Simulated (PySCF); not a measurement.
# Choosing a basis for TDDFT

Compound: boron monofluoride, BF (singlet state).
SMILES: `[B]F`

TDDFT with PBE0 (PySCF), vertical singlets, core orbitals frozen in the response, spherical d and f functions. Geometry: PBE0-D3(BJ)/def2-SVP; no solvent, vibrations or thermal averaging.

```tsv
basis	functions	diffuse	S1 (eV)	S2 (eV)	S3 (eV)	S4 (eV)	S5 (eV)	LUMO (eV)	α (au)
6-31G*	28	no	6.48	6.48	11.17	11.57	11.77	-0.35	14.9
def2-SVP	28	no	6.25	6.25	10.04	11.52	11.72	-0.93	17.4
6-31+G*	36	yes	6.20	6.20	7.66	8.46	8.65	-1.08	19.7
def2-SVPD	43	yes	6.22	6.22	8.34	9.47	10.54	-1.10	19.7
aug-cc-pVDZ	46	yes	6.18	6.18	7.61	8.21	8.32	-1.13	19.9
def2-TZVP	62	no	6.22	6.22	8.63	10.22	10.54	-1.03	19.4
def2-TZVPD	77	yes	6.21	6.21	7.78	8.47	9.64	-1.06	20.3
aug-cc-pVTZ	92	yes	6.16	6.16	7.58	8.10	8.20	-1.11	20.3
```

**Question.** How much do these states and the polarisability depend on the basis?

**Answer.** States are compared by their number. Against the largest diffuse basis here (aug-cc-pVTZ, itself not a converged limit), sets without diffuse functions differ by up to 0.32 eV in S1 and 3.57 eV in S5; the smaller diffuse sets differ by up to 0.06 and 2.34 eV. State by state, the largest deviation of a set without diffuse functions is S1 0.32, S2 0.32, S3 3.59, S4 3.47, S5 3.57 eV. The same number needn't mean the same state in each row. Against aug-cc-pVTZ the polarisability deviates by -26% in 6-31G*, -15% in def2-SVP, -3% in 6-31+G*, -3% in def2-SVPD, -2% in aug-cc-pVDZ, -4% in def2-TZVP, 0% in def2-TZVPD.
